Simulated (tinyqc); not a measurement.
Worked calculation: UHF in the sto-6g basis, for LiH, spin multiplicity 1. One step of it, computed by the program tinyqc.

Problem. Iteration 3: building the Fock matrix. J_ij = sum D_kl (ij|kl) with D = D(alpha) + D(beta), K_ij = sum D_kl (ik|jl) for each spin; F = H + J - K(s); E = tr D H + tr D J / 2 - 0.5 sum_s tr D(s) K(s) + E_nn.

D(alpha) after iteration 2, lower triangle:
```
            1Li 1s    1Li 2s   1Li 2px   1Li 2py   1Li 2pz     2H 1s
1Li 1s    1.038094
1Li 2s   -0.159345  0.673847
1Li 2px   0.000000  0.000000  0.000000
1Li 2py   0.000000  0.000000  0.000000  0.000000
1Li 2pz  -0.046888  0.174417  0.000000  0.000000  0.045178
2H 1s    -0.072967  0.264678  0.000000  0.000000  0.068567  0.104070
```

D(beta) after iteration 2, lower triangle:
```
            1Li 1s    1Li 2s   1Li 2px   1Li 2py   1Li 2pz     2H 1s
1Li 1s    0.989903
1Li 2s    0.021747  0.003827
1Li 2px   0.000000  0.000000  0.000000
1Li 2py   0.000000  0.000000  0.000000  0.000000
1Li 2pz  -0.013945  0.016802  0.000000  0.000000  0.087594
2H 1s    -0.036137  0.046770  0.000000  0.000000  0.243496  0.676881
```

core Hamiltonian H = T + V (hartree), lower triangle:
```
            1Li 1s     1Li 2s    1Li 2px    1Li 2py    1Li 2pz      2H 1s
1Li 1s   -4.715787
1Li 2s   -1.001646  -1.343736
1Li 2px   0.000000   0.000000  -1.104546
1Li 2py   0.000000   0.000000   0.000000  -1.104546
1Li 2pz  -0.010958  -0.099195   0.000000   0.000000  -1.181512
2H 1s    -0.126017  -0.479235   0.000000   0.000000  -0.634049  -1.266799
```

Two-electron integrals (ij|kl) in chemists' order, unique and non-zero (hartree):
```
(11|11) 1.681247   (21|11) 0.242603   (21|21) 0.044507   (22|11) 0.397190
(22|21) 0.090279   (22|22) 0.290625   (31|31) 0.009437   (32|31) 0.014261
(32|32) 0.064236   (33|11) 0.397190   (33|21) 0.090279   (33|22) 0.290625
(33|33) 0.313125   (41|41) 0.009437   (42|41) 0.014261   (42|42) 0.064236
(43|43) 0.016875   (44|11) 0.397190   (44|21) 0.090279   (44|22) 0.290625
(44|33) 0.279374   (44|44) 0.313125   (51|51) 0.009437   (52|51) 0.014261
(52|52) 0.064236   (53|53) 0.016875   (54|54) 0.016875   (55|11) 0.397190
(55|21) 0.090279   (55|22) 0.290625   (55|33) 0.279374   (55|44) 0.279374
(55|55) 0.313125   (61|11) 0.029401   (61|21) 0.005306   (61|22) 0.010966
(61|33) 0.010808   (61|44) 0.010808   (61|51) 0.000714   (61|52) 0.001481
(61|55) 0.011281   (61|61) 0.000702   (62|11) 0.098087   (62|21) 0.022739
(62|22) 0.081075   (62|33) 0.076563   (62|44) 0.076563   (62|51) 0.003777
(62|52) 0.024887   (62|55) 0.090097   (62|61) 0.003332   (62|62) 0.041749
(63|31) 0.001596   (63|32) 0.008044   (63|53) 0.003457   (63|63) 0.002435
(64|41) 0.001596   (64|42) 0.008044   (64|54) 0.003457   (64|64) 0.002435
(65|11) 0.128692   (65|21) 0.030069   (65|22) 0.110350   (65|33) 0.102772
(65|44) 0.102772   (65|51) 0.005876   (65|52) 0.038561   (65|55) 0.125505
(65|61) 0.004559   (65|62) 0.061735   (65|65) 0.092108   (66|11) 0.265193
(66|21) 0.062426   (66|22) 0.245027   (66|33) 0.223947   (66|44) 0.223947
(66|51) 0.010773   (66|52) 0.090601   (66|55) 0.287188   (66|61) 0.009499
(66|62) 0.163933   (66|65) 0.250012   (66|66) 0.774999
```

nuclear repulsion = 0.79615428 hartree

Give: Coulomb J; exchange K(alpha); exchange K(beta); F(alpha); F(beta); total energy of this density.

Solution.

Coulomb J (hartree), lower triangle:
```
         1Li 1s  1Li 2s  1Li 2px  1Li 2py  1Li 2pz   2H 1s
1Li 1s   4.0068
1Li 2s   0.6334  1.3245
1Li 2px  0.0000  0.0000   1.2991
1Li 2py  0.0000  0.0000   0.0000   1.2991
1Li 2pz  0.0186  0.1328   0.0000   0.0000   1.3754
2H 1s    0.0798  0.4605   0.0000   0.0000   0.6484  1.6195
```

exchange K(alpha) (hartree), lower triangle:
```
          1Li 1s  1Li 2s  1Li 2px  1Li 2py  1Li 2pz   2H 1s
1Li 1s    1.6971
1Li 2s    0.2450  0.2635
1Li 2px   0.0000  0.0000   0.0541
1Li 2py   0.0000  0.0000   0.0000   0.0541
1Li 2pz  -0.0003  0.1056   0.0000   0.0000   0.1090
2H 1s     0.0295  0.1772   0.0000   0.0000   0.1352  0.2534
```

exchange K(beta) (hartree), lower triangle:
```
         1Li 1s  1Li 2s  1Li 2px  1Li 2py  1Li 2pz   2H 1s
1Li 1s   1.6750
1Li 2s   0.2527  0.1010
1Li 2px  0.0000  0.0000   0.0157
1Li 2py  0.0000  0.0000   0.0000   0.0157
1Li 2pz  0.0001  0.0827   0.0000   0.0000   0.1643
2H 1s    0.0343  0.1706   0.0000   0.0000   0.2820  0.6720
```

F(alpha) (hartree), lower triangle:
```
          1Li 1s   1Li 2s  1Li 2px  1Li 2py  1Li 2pz   2H 1s
1Li 1s   -2.4061
1Li 2s   -0.6132  -0.2827
1Li 2px   0.0000   0.0000   0.1405
1Li 2py   0.0000   0.0000   0.0000   0.1405
1Li 2pz   0.0079  -0.0719   0.0000   0.0000   0.0849
2H 1s    -0.0758  -0.1960   0.0000   0.0000  -0.1209  0.0993
```

F(beta) (hartree), lower triangle:
```
          1Li 1s   1Li 2s  1Li 2px  1Li 2py  1Li 2pz    2H 1s
1Li 1s   -2.3840
1Li 2s   -0.6209  -0.1203
1Li 2px   0.0000   0.0000   0.1789
1Li 2py   0.0000   0.0000   0.0000   0.1789
1Li 2pz   0.0075  -0.0491   0.0000   0.0000   0.0297
2H 1s    -0.0806  -0.1894   0.0000   0.0000  -0.2677  -0.3193
```

total energy of this density = -7.907287 hartree
